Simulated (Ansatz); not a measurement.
Born–Oppenheimer molecular dynamics of AlH6PS (9 atoms, charge 0, multiplicity 1). It starts at the highest image of a converged band. Of that band: The profile has 2 maxima (images 1, 4) with wells between them (image 2): this band takes more than one step, which may be the mechanism or a detour left from its start path. A vibrational analysis at the climbing image gives one clearly imaginary mode, 860i cm⁻¹: a first-order saddle point.

Method: Ansatz 0.2.0, RKS B3LYP/def2-SVP.

- ensemble: NVE (velocity Verlet)
- time step: 0.5 fs
- steps asked: 200
- starting velocities drawn for: 300 K
- seed: 3260

Frames 5 fs apart, positions in Å, forces in eV/Å.

Velocities at 5.0 fs (Å/ps):

```
Al 2.24 -1.86 2.45
S -0.54 1.07 -0.40
H -7.87 -14.00 7.32
H 18.81 20.54 -6.59
H 0.86 -4.17 -11.89
P -1.97 -0.81 -0.91
H 9.10 27.00 -11.77
H -14.14 17.68 -6.23
H 10.72 -6.26 4.35
```

```xyz
9
Properties=species:S:1:pos:R:3:forces:R:3 time_fs=5.0 energy_less_start_eV=0.085 T=206
Al -1.069 0.355 -0.489 -0.62 0.59 0.38
S 0.959 1.655 -0.466 0.08 0.11 -0.06
H -1.312 -0.371 -1.851 -0.04 -0.02 -0.26
H -2.086 1.314 0.381 0.44 -0.59 -0.36
H 0.665 0.198 0.285 0.23 -0.01 0.01
P -0.152 -1.377 0.980 -0.66 0.33 0.35
H 1.589 1.119 -1.542 -0.08 -0.12 0.09
H 0.291 -0.695 2.151 0.14 -0.20 -0.02
H 1.062 -1.894 0.518 0.50 -0.09 -0.12
9
Properties=species:S:1:pos:R:3:forces:R:3 time_fs=10.0 energy_less_start_eV=0.141 T=145
Al -1.060 0.347 -0.476 -0.18 -0.17 -0.66
S 0.957 1.660 -0.468 0.25 0.05 -0.12
H -1.353 -0.434 -1.835 0.04 0.24 0.06
H -1.957 1.354 0.319 -0.25 -0.10 0.22
H 0.700 0.180 0.226 0.26 0.15 -0.02
P -0.163 -1.380 0.977 0.35 -0.16 0.06
H 1.619 1.239 -1.580 -0.13 -0.18 0.16
H 0.242 -0.633 2.119 0.22 -0.23 0.07
H 1.124 -1.910 0.545 -0.56 0.39 0.23
9
Properties=species:S:1:pos:R:3:forces:R:3 time_fs=15.0 energy_less_start_eV=0.161 T=122
Al -1.053 0.339 -0.469 0.00 -0.65 -0.79
S 0.956 1.666 -0.471 0.30 -0.02 0.17
H -1.388 -0.445 -1.815 0.05 0.28 -0.02
H -1.881 1.370 0.305 -0.57 0.24 0.47
H 0.794 0.201 0.160 0.17 0.48 -0.08
P -0.173 -1.384 0.974 -0.43 0.11 0.47
H 1.624 1.315 -1.589 0.03 -0.27 -0.12
H 0.240 -0.624 2.104 0.09 -0.13 0.11
H 1.100 -1.855 0.608 0.35 -0.05 -0.23
9
Properties=species:S:1:pos:R:3:forces:R:3 time_fs=20.0 energy_less_start_eV=0.040 T=256
Al -1.047 0.325 -0.467 -0.85 0.03 0.54
S 0.959 1.672 -0.474 0.71 0.27 -0.34
H -1.413 -0.392 -1.806 -0.01 0.15 -0.40
H -1.916 1.415 0.380 0.17 -0.52 -0.28
H 0.933 0.331 0.080 0.31 0.34 0.10
P -0.185 -1.388 0.975 -0.18 -0.23 0.58
H 1.628 1.333 -1.611 -0.12 -0.10 0.14
H 0.260 -0.645 2.111 -0.10 0.01 -0.01
H 1.130 -1.798 0.626 0.07 0.04 -0.34
9
Properties=species:S:1:pos:R:3:forces:R:3 time_fs=25.0 energy_less_start_eV=-0.071 T=379
Al -1.048 0.311 -0.462 -0.93 -0.30 0.45
S 0.966 1.682 -0.479 0.45 1.72 -0.87
H -1.435 -0.298 -1.877 0.12 0.24 -0.07
H -1.929 1.359 0.405 0.11 -0.29 -0.29
H 1.150 0.487 0.048 0.55 -1.16 0.88
P -0.198 -1.393 0.980 0.52 -0.64 0.19
H 1.609 1.326 -1.615 -0.01 0.04 -0.15
H 0.261 -0.663 2.119 -0.12 0.15 -0.04
H 1.171 -1.729 0.569 -0.69 0.24 -0.10
9
Properties=species:S:1:pos:R:3:forces:R:3 time_fs=30.0 energy_less_start_eV=-0.216 T=540
Al -1.056 0.294 -0.453 -0.22 -0.82 -0.36
S 0.977 1.700 -0.489 1.17 -1.06 0.43
H -1.430 -0.151 -1.965 0.24 0.16 0.32
H -1.930 1.249 0.375 -0.53 0.53 0.30
H 1.459 0.504 0.158 -0.47 1.43 -0.51
P -0.208 -1.403 0.987 -0.49 -0.46 0.24
H 1.582 1.327 -1.645 -0.08 0.11 -0.09
H 0.235 -0.648 2.115 -0.04 0.17 -0.08
H 1.091 -1.615 0.480 0.42 -0.07 -0.25
9
Properties=species:S:1:pos:R:3:forces:R:3 time_fs=35.0 energy_less_start_eV=-0.434 T=779
Al -1.067 0.271 -0.446 -0.54 0.00 0.41
S 0.996 1.713 -0.497 0.37 0.26 -0.26
H -1.372 0.032 -1.991 0.17 -0.09 0.04
H -2.027 1.233 0.390 -0.01 0.08 -0.12
H 1.690 0.774 0.189 0.07 0.08 -0.01
P -0.221 -1.417 0.995 0.04 -0.48 -0.24
H 1.538 1.352 -1.693 -0.06 0.04 0.14
H 0.200 -0.593 2.089 0.06 0.12 -0.20
H 1.067 -1.507 0.348 -0.11 -0.03 0.25
9
Properties=species:S:1:pos:R:3:forces:R:3 time_fs=40.0 energy_less_start_eV=-0.400 T=742
Al -1.084 0.248 -0.436 -0.77 0.59 0.85
S 1.018 1.728 -0.507 -0.17 0.71 0.05
H -1.273 0.196 -2.006 0.12 -0.22 -0.11
H -2.129 1.239 0.383 0.47 -0.34 -0.40
H 1.952 1.079 0.221 0.04 -0.18 -0.12
P -0.234 -1.435 1.001 0.36 -0.31 -0.49
H 1.486 1.383 -1.720 0.23 -0.16 -0.08
H 0.176 -0.508 2.018 0.05 0.05 -0.17
H 1.031 -1.410 0.268 -0.33 -0.13 0.46
9
Properties=species:S:1:pos:R:3:forces:R:3 time_fs=45.0 energy_less_start_eV=-0.271 T=600
Al -1.106 0.229 -0.419 -0.11 0.13 -0.10
S 1.039 1.748 -0.516 1.26 0.15 0.56
H -1.145 0.308 -2.035 0.09 -0.30 0.27
H -2.139 1.185 0.296 -0.07 0.17 0.10
H 2.197 1.331 0.219 -1.42 0.25 -0.97
P -0.245 -1.454 1.005 -0.50 -0.07 0.12
H 1.479 1.383 -1.750 0.14 -0.05 0.27
H 0.161 -0.413 1.909 -0.08 -0.07 0.00
H 0.946 -1.343 0.275 0.69 -0.21 -0.25
9
Properties=species:S:1:pos:R:3:forces:R:3 time_fs=50.0 energy_less_start_eV=-0.193 T=515
Al -1.129 0.211 -0.403 0.39 -0.22 -0.46
S 1.067 1.770 -0.523 -1.63 0.88 -1.08
H -0.997 0.350 -2.009 -0.04 -0.30 0.24
H -2.164 1.168 0.230 -0.40 0.41 0.35
H 2.212 1.616 0.053 1.56 -0.47 1.01
P -0.258 -1.475 1.008 0.40 0.26 -0.35
H 1.506 1.368 -1.731 0.05 -0.05 -0.06
H 0.130 -0.336 1.800 -0.12 -0.18 0.18
H 0.974 -1.328 0.255 -0.23 -0.33 0.17
9
Properties=species:S:1:pos:R:3:forces:R:3 time_fs=55.0 energy_less_start_eV=-0.135 T=450
Al -1.150 0.193 -0.389 -0.24 0.33 0.32
S 1.088 1.798 -0.535 1.43 0.58 0.20
H -0.857 0.323 -1.936 -0.11 -0.17 -0.23
H -2.257 1.224 0.229 0.38 -0.38 -0.13
H 2.394 1.823 0.016 -1.37 -0.18 -0.27
P -0.270 -1.493 1.009 0.23 0.26 -0.30
H 1.546 1.340 -1.718 -0.04 -0.05 -0.05
H 0.074 -0.299 1.732 0.01 -0.18 0.30
H 0.971 -1.387 0.264 -0.29 -0.20 0.16
9
Properties=species:S:1:pos:R:3:forces:R:3 time_fs=60.0 energy_less_start_eV=-0.150 T=466
Al -1.172 0.176 -0.374 0.05 0.15 0.04
S 1.117 1.830 -0.547 0.21 0.38 -0.52
H -0.746 0.255 -1.904 -0.26 -0.07 -0.11
H -2.278 1.209 0.209 0.29 -0.33 -0.11
H 2.363 1.980 -0.036 -0.09 -0.14 0.23
P -0.280 -1.509 1.009 -0.91 0.09 0.33
H 1.575 1.303 -1.711 -0.08 0.06 0.20
H 0.023 -0.306 1.732 0.20 -0.19 0.26
H 0.926 -1.492 0.298 0.59 0.05 -0.32
```

Of the whole run (100 fs, mean temperature of the second half 529 K): The conserved energy stayed within 0.081 meV per atom of its start (net change 0.066 meV per atom), so the integration is sound. The system heated up, since it started high on the potential surface and ran downhill. A run of 0.1 ps of so small a system gives no equilibrium averages. The orbitals stay closed-shell, which can raise the energy where a bond breaks towards radicals; this wasn't checked here.

The run took 2.1 min on 2 threads of AMD EPYC 9B45 (Zen 5) (shared host), peak memory 0.18 GiB.
